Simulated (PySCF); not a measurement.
LiF, SMILES [Li][F]. The structure is a stationary point at PBE0-D3(BJ)/def2-TZVPD.

Computed with PBE0-D3(BJ)/def2-TZVPD in PySCF.

Harmonic wavenumbers (cm⁻¹): 908. Rotational constants (GHz): 40.44 (linear); symmetry number 1.

Q: Work out the zero-point energy and the ideal-gas rigid-rotor harmonic-oscillator thermochemistry at 298.15 K and 1 atm.

A: ZPE = ½ Σ hcν = ½ × 908 cm⁻¹ = 5.43 kJ/mol. H − E(el) = 14.25 kJ/mol. Entropy in J/(mol K): translation 149.35, rotation 50.17, vibration 0.57, total 200.09. G − E(el) = -45.41 kJ/mol. Cp = 31.15 J/(mol K).
